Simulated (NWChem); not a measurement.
Correlation energy of P (-1)

```
P
```
Charge -1, spin multiplicity 3.

Everything below was run with NWChem.

Basis set: def2-TZVPD. Each correlation energy counts from its own Hartree-Fock reference.

The correlated methods keep 5 core orbitals frozen. No SCF solution was tested for a lower state. Open-shell Hartree-Fock references start from PBE0 orbitals. Coupled-cluster values serve here as a point of comparison, not as the truth.

Q: One of these methods gave a correlation energy of -134.6 mHa. Which?
A) CCSD on UHF
B) CCSDT on ROHF
C) CCSD[T] on UHF
D) SCS-UMP2

A: C, CCSD[T] on UHF. The others give -140.2 (CCSDT on ROHF), -129.1 (CCSD on UHF), -106.7 (SCS-UMP2).
